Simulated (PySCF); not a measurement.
Simulated outer-valence photoelectron spectrum of `C=C[C@H]1C=N1`. Level of theory: EOM-IP-CCSD/aug-cc-pVDZ in PySCF, restricted Hartree–Fock reference, frozen core, non-relativistic, gas phase, PBE0-D3(BJ)/def2-SVP geometry.

Each root has a Gaussian of 0.3 eV full width with its one-hole share as area; cross sections and vibrations are left out, and the highest printed point is 100.

(ionisation energy (eV), intensity): (8.8, 0), (9.0, 12), (9.2, 61), (9.4, 25), (9.6, 1), (9.8, 0), (10.0, 0), (10.2, 0), (10.4, 0), (10.6, 0), (10.8, 0), (11.0, 8), (11.2, 63), (11.4, 87), (11.6, 36), (11.8, 2), (12.0, 0), (12.2, 0), (12.4, 0), (12.6, 0), (12.8, 2), (13.0, 41), (13.2, 100), (13.4, 50), (13.6, 3), (13.8, 0), (14.0, 0), (14.2, 0), (14.4, 1), (14.6, 23), (14.8, 60), (15.0, 13), (15.2, 0), (15.4, 4), (15.6, 44), (15.8, 45), (16.0, 4), (16.2, 10), (16.4, 56), (16.6, 27), (16.8, 1)

Q: Where are the maxima, and how many lines lie under the curve?

A: 6 maxima, at 9.2, 11.4, 13.2, 14.8, 15.7 and 16.4 eV, from 8 lines. At this width some lines have no maximum of their own.

Q: List the lines with their holes.

A: 
```
E (eV)  leading hole (HF orbital)  area  Koopmans (eV)
  9.23                       HOMO  0.96           9.39
 11.26                     HOMO-1  0.96          11.70
 11.46                     HOMO-2  0.94          12.32
 13.13                     HOMO-3  0.95          14.19
 13.29                     HOMO-4  0.95          14.57
 14.78                     HOMO-5  0.94          16.51
 15.70                     HOMO-6  0.94          17.19
 16.44                     HOMO-7  0.91          18.34
```

The widest gap, 2.03 eV, lies between 9.23 and 11.26 eV. Only orbitals with −ε under 21 eV, eight at most, were ionised, so the high end of the curve may lack lines.

The values belong to the conformer `[CH2:1]=[CH:2][C@H:3]1[CH:4]=[N:5]1`: C1–C2–C3–C4 154°.
